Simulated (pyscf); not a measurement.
Structures and frequencies: ωB97X-D3(BJ)/def2-SVP in PySCF. Correlated levels are frozen-core, on RHF or UHF. ΔMP2 is the change of the MP2 total energy from the triple- to the quadruple-zeta basis.

H₃Si–SiH₂–PH₂ (SMILES [SiH3][SiH2]P) → H₃Si–PH₂ (SMILES [SiH3]P) + SiH₂ (SMILES [SiH2]) [singlet]
Surface: singlet. Broken: P–Si, Si–Si. Formed: P–Si. Give ΔE‡ and ΔE from CCSD(T)/def2-TZVPP + ΔMP2(QZVPP), relative to the reactant's lowest minimum found.

ΔE‡ = 58.0 kcal/mol, ΔE = +57.1 kcal/mol. Zero-point energy shifts the barrier by -1.1 kcal/mol. It is a 1,1-elimination, with an imaginary mode of 371i cm⁻¹. On the product side the descent ends in a bound adduct, 11.1 kcal/mol under the separated species and 6.6 kcal/mol under the saddle at ωB97X-D3(BJ)/def2-TZVP. One saddle was located; it need not be the lowest between these sides. The CCSD(T) − MP2 part came from Ansatz, without density fitting, on the same reference.
